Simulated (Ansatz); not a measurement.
# A ladder of methods for CH4FSi (SMILES [CH2][SiH2]F)

CH4FSi has 7 atoms, charge 0, and is taken as a doublet. SMILES: `[CH2][SiH2]F`. Geometry: optimised at B3LYP/def2-SVP. This is one conformer, not always the lowest.

```xyz
7

C    -0.8777    0.2853   -0.6195
Si    0.5946   -0.1558    0.3964
F     0.6590   -1.7773    0.5579
H    -1.5466   -0.4694   -1.0488
H    -1.1475    1.3243   -0.8435
H     0.5159    0.4377    1.7626
H     1.8637    0.2873   -0.2507
```

Each level gives the dissociation energy of the Si2–C1 bond into doublet SiH2F and singlet CH2 (shapes relaxed at B3LYP/def2-SVP, no zero-point term) (eV). The values are calculated.

| level | kind | program | value (eV) | less CCSD(T)/def2-TZVP |
| --- | --- | --- | --- | --- |
| UHF/def2-TZVP | Hartree–Fock | Ansatz | 4.61 | -0.33 |
| USVWN5/def2-TZVP | LDA | Ansatz | 5.68 | +0.74 |
| UBLYP/def2-TZVP | GGA | Ansatz | 4.82 | -0.12 |
| U-r2SCAN/def2-TZVP | meta-GGA | Ansatz | 5.36 | +0.42 |
| UPBE0-D4/def2-TZVP | global hybrid | Ansatz | 5.28 | +0.34 |
| UCAM-B3LYP/def2-TZVP | range-separated hybrid | Ansatz | 5.09 | +0.15 |
| UB2PLYP/def2-TZVP | double hybrid | Ansatz | 5.04 | +0.10 |
| UCCSD(T)/def2-TZVP | coupled cluster or CI | Ansatz | 4.94 | 0.00 |

Differences are taken from UCCSD(T)/def2-TZVP for orientation; it has basis-set and higher-order errors of its own. The values span 4.61 to 5.68 eV. Hartree–Fock misses the correlation of the electron pair that is broken and comes out low. A fragment with an even electron count was run as a singlet and may have a lower triplet. Measured bond enthalpies also hold zero-point and thermal terms, a few tenths of an eV less.
